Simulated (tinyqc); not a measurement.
Inside a calculation. Method: extended Hueckel theory, for LiF-. The parameters take no account of the charge, which enters only through the electron count, and nothing here shows that the anion is bound. One step of it, computed by the program tinyqc.

Problem. Mulliken analysis. P = C n C^T; charge = valence electrons (F 7, Li 1) minus the sum of (P S)_ii on the atom; overlap population = 2 sum P_ij S_ij between two atoms.

coefficients:
```
              MO1        MO2        MO3       MO4        MO5        MO6        MO7        MO8
1Li 2s   0.022939  -0.010736   0.000000  0.000000   0.884362   0.000000   0.000000   0.543649
1Li 2px  0.000000   0.000000  -0.002371  0.013362   0.000000   0.873524  -0.497747   0.000000
1Li 2py  0.000000   0.000000   0.013362  0.002371   0.000000   0.497747   0.873524   0.000000
1Li 2pz  0.025267  -0.008248   0.000000  0.000000  -0.468546   0.000000   0.000000   0.982534
2F 2s    0.984678   0.006379   0.000000  0.000000  -0.044605   0.000000   0.000000  -0.524142
2F 2px   0.000000   0.000000  -0.174420  0.983143   0.000000  -0.102760   0.058554   0.000000
2F 2py   0.000000   0.000000   0.983143  0.174420   0.000000  -0.058554  -0.102760   0.000000
2F 2pz   0.003621   0.998384   0.000000  0.000000   0.024593   0.000000   0.000000   0.142029
```

occupations: 2.000000  2.000000  2.000000  2.000000  1.000000  0.000000  0.000000  0.000000

overlap S, lower triangle:
```
            1Li 2s   1Li 2px   1Li 2py    1Li 2pz     2F 2s    2F 2px    2F 2py    2F 2pz
1Li 2s    1.000000
1Li 2px   0.000000  1.000000
1Li 2py   0.000000  0.000000  1.000000
1Li 2pz   0.000000  0.000000  0.000000   1.000000
2F 2s     0.238450  0.000000  0.000000   0.371569  1.000000
2F 2px    0.000000  0.104214  0.000000   0.000000  0.000000  1.000000
2F 2py    0.000000  0.000000  0.104214   0.000000  0.000000  0.000000  1.000000
2F 2pz   -0.071429  0.000000  0.000000  -0.093857  0.000000  0.000000  0.000000  1.000000
```

Give: charges; Overlap populations.

Solution.

charges: 1Li -0.041, 2F -0.959

Overlap populations:
```
pair     value
2-1   0.071547
```
